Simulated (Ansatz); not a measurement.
The input, for Ansatz 0.2.0:

```yaml
crystal:
  periodic: [false, false, false]
  atoms:
    - {symbol: F, position_ang: [0.000000, 0.000000, -1.601900]}
    - {symbol: Mg, position_ang: [0.000000, 0.000000, -0.042900]}
    - {symbol: H, position_ang: [0.000000, 0.000000, 1.644800]}
basis:
  gaussian: {orbitals: "6-31++G**"}
magnetization: {spin_polarized: true, initial_magnetization: 0}
correlation: {method: bccd_t, electrons: outside_noble_gas}
```

```sh
$ ansatz run in.yaml --threads 1 --pin off --events-out ev --progress --plain --max-ram 2393MiB
```

Log:

```
381 factors; integrals over basis functions are off by at most 6.1e-4 eV
mean field evaluation 1: about -8151.4549 eV, gradient 2.5e1 eV
mean field evaluation 2: about -8151.5093 eV, gradient 2.5e1 eV
mean field evaluation 4: about -8153.8425 eV, gradient 1.0e0 eV
mean field evaluation 8: about -8153.8607 eV, gradient 8.2e-4 eV
mean field evaluation 16: about -8153.8607 eV, gradient 3.2e-2 eV
mean field -8153.86068230 eV, -299.6488531891 hartree, gradient 3.5e-6 eV, S^2 0.000000; 0 other end points of the search recorded, 0 dependent functions left out
6 core orbitals not correlated: weight in the atoms' cores, before any rotation towards them, 0.996 or more for the frozen orbitals, at most 0.003 for the correlated occupied ones
reference -8153.86068230 eV, -299.6488531891 hartree; 5, 5 occupied and 37, 37 virtual orbitals, 381 factors
second order -5.83485090 eV of doubles, -0.00000000 eV of singles
cycle   1  -5.80413916 eV  change    3.1e-2 eV  update   7.3e-2
cycle   2  -5.96740610 eV  change   -1.6e-1 eV  update   2.7e-2
cycle   3  -6.01387756 eV  change   -4.6e-2 eV  update   1.3e-2
cycle   4  -6.01065765 eV  change    3.2e-3 eV  update   2.9e-3
cycle   5  -6.00935750 eV  change    1.3e-3 eV  update   1.2e-3
cycle   6  -6.00958223 eV  change   -2.2e-4 eV  update   3.4e-4
cycle   7  -6.00961250 eV  change   -3.0e-5 eV  update   1.1e-4
cycle   8  -6.00959254 eV  change    2.0e-5 eV  update   3.1e-5
cycle   9  -6.00959265 eV  change   -1.1e-7 eV  update   1.2e-5
perturbative correction -0.12226709 eV, -0.0044932328 hartree
Total energy: -8159.99254204 eV, -299.8741948784 hartree
```

Ran on 1 thread of Arm Neoverse V1, shared host: 1.1 s wall, 0.14 GiB peak host memory.
